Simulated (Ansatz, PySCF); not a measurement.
The pair A = H2O (SMILES O) (first 3 atoms), B = H2O (SMILES O); geometry from NCB31 set.
(charge 0, multiplicity 1):
```xyz
6

O      1.532     0.006    -0.121
H      0.576    -0.005     0.025
H      1.906    -0.038     0.763
O     -1.396    -0.005     0.107
H     -1.789    -0.742    -0.371
H     -1.777     0.778    -0.304
```

Cores are frozen in the correlated methods. Rows in 6-31G* carry no dispersion term and start afresh at each structure (6-31G* with six Cartesian d functions). MP2/6-31G* freezes PySCF's default core.

Codes used: Ansatz (Gaussian basis) for Hartree–Fock, density functionals and correlated methods; PySCF for 6-31G* rows. Values without a source in brackets are computed.

Total energies (hartree), monomers frozen at their geometry in the pair:

```csv
structure,PBE/def2-TZVPPD,MP2/6-31G*,MP2/aug-cc-pVDZ
AB,-152.7750431,-152.4048056,-152.5301196
A in the pair's basis,-76.3836125,-76.1974002,-76.2612760
B in the pair's basis,-76.3835969,-76.1989274,-76.2617802
A,-76.3835872,-76.1967905,-76.2608838
B,-76.3835709,-76.1967759,-76.2608833
```

**Question.** Work out the interaction energy without and with the counterpoise correction, and the superposition error, for each level.

**Answer.** 
E(AB) − E(A) − E(B), times 627.509 kcal/mol, with the monomers in their own basis and then in the pair's basis:
- PBE/def2-TZVPPD: -4.95 uncorrected, -4.92 corrected; the monomers gain 0.03 kcal/mol from borrowed functions
- MP2/6-31G*: -7.05 uncorrected, -5.32 corrected; the monomers gain 1.73 kcal/mol from borrowed functions
- MP2/aug-cc-pVDZ: -5.24 uncorrected, -4.43 corrected; the monomers gain 0.81 kcal/mol from borrowed functions

Ansatz is a quantum-chemistry and plane-wave program.
